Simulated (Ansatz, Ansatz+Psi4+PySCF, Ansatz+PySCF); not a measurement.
```yaml
atoms:
  - { symbol: C, position_ang: [-0.0291, 1.4497, 0.0000] }
  - { symbol: C, position_ang: [1.1915, 0.7292, 0.0000] }
  - { symbol: C, position_ang: [1.1826, -0.6827, 0.0000] }
  - { symbol: C, position_ang: [-0.0358, -1.3964, 0.0000] }
  - { symbol: C, position_ang: [-1.2700, -0.6996, 0.0000] }
  - { symbol: C, position_ang: [-1.2057, 0.6961, 0.0000] }
  - { symbol: H, position_ang: [-0.0389, 2.5456, 0.0000] }
  - { symbol: H, position_ang: [2.1444, 1.2728, 0.0000] }
  - { symbol: H, position_ang: [2.1320, -1.2309, 0.0000] }
  - { symbol: H, position_ang: [-0.0301, -2.4935, 0.0000] }
  - { symbol: H, position_ang: [-2.2240, -1.2391, 0.0000] }
```

Basis set: cc-pVTZ (spherical functions). Left uncorrelated: 6 orbitals. Correlation on ROHF uses semicanonical orbitals with singles. Charge 0, multiplicity 2.

Computed with Ansatz (development build ahead of 0.2.0); each method stands on the lowest determinant of its kind that the runs found.

Question: Give the atomization energy at this shape (free ground-state atoms in the same class of orbitals less the molecule, no zero-point energy) of doublet C6H5 by ROHF-CCSD(T), ROHF-MP2, UHF-MP2, ROHF, UHF.

Answer:

```tsv
method	atomization energy
ROHF-CCSD(T)	5074.4 kJ/mol
ROHF-MP2	5221.2 kJ/mol
UHF-MP2	5103.0 kJ/mol
ROHF	3937.8 kJ/mol
UHF	3903.3 kJ/mol
```

Caution for UHF-MP2, UHF: the unrestricted determinant is spin contaminated.
